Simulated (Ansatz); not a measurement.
CH (charge -1): a ladder of basis sets, run with Ansatz 0.2.0 through its Python package.

`ch_basis.py`
```python
"""How the energy of CH(-) converges with the basis."""

import ansatz

METHOD = "mp2"
NET_CHARGE = -1


def main() -> None:
    geometry = (
        ansatz.Crystal.molecule()
        .atom("H", (0.0, 0.0, 0.0))
        .atom("C", (0.0, 0.0, 1.13))
    )

    setup = geometry.calculation().correlation(METHOD).charge(NET_CHARGE).spin("collinear", total=2)

    energies = {}
    for basis in ["cc-pVDZ", "cc-pVTZ", "cc-pVQZ"]:
        rep = setup.basis(gaussian=basis).run(threads=1).report
        size = rep["n_frozen"] + rep["n_occupied"][0] + rep["n_virtual"][0]
        energies[basis] = (rep["reference_energy_ev"] / 27.211386246, rep["free_energy_ev"] / 27.211386246)
        print(f"{basis:14s} {size:4d} orbitals  reference {energies[basis][0]:14.6f} Ha  total {energies[basis][1]:14.6f} Ha")

    # correlation energy at the basis limit from E(X) = E + A / X^3
    small, large = (energies[b][1] - energies[b][0] for b in ("cc-pVTZ", "cc-pVQZ"))
    limit = (4 ** 3 * large - 3 ** 3 * small) / (4 ** 3 - 3 ** 3)
    print(f"correlation energy: {small:.6f} and {large:.6f} Ha, extrapolated {limit:.6f} Ha")
    print(f"share caught by the larger set: {100 * large / limit:.1f} %")


if __name__ == "__main__":
    main()
```

How far does the total energy move along this ladder of basis sets?

Against cc-pVDZ: cc-pVTZ -50.6 mHa and cc-pVQZ -69.2 mHa. The last step alone is -18.53 mHa.

The output:

Output of `python ch_basis.py`:
```text
cc-pVDZ          19 orbitals  reference     -38.264128 Ha  total     -38.358835 Ha
cc-pVTZ          44 orbitals  reference     -38.284989 Ha  total     -38.409467 Ha
cc-pVQZ          85 orbitals  reference     -38.292789 Ha  total     -38.428000 Ha
correlation energy: -0.124478 and -0.135210 Ha, extrapolated -0.143042 Ha
share caught by the larger set: 94.5 %
```

Reading the output:
- The drop along the ladder measures the basis error, and is no property of the molecule.
- The geometry is a force-field or estimated start, not a minimum of this method, and the last set is no limit. Much of the fall in a total is atomic energy, which cancels in bond and reaction energies.
- The species is open-shell (spin multiplicity 3).
- Inner cores stay frozen, so this is valence correlation.
- The spin state was assumed, and another may lie lower.
- An extrapolation from small basis sets is rough.
- Anions want diffuse functions, which this basis lacks.
- Timing: 1.1 s on 1 thread of Intel(R) Xeon(R) Processor @ 2.30GHz, with other jobs on the host, peak memory 0.2 GiB.
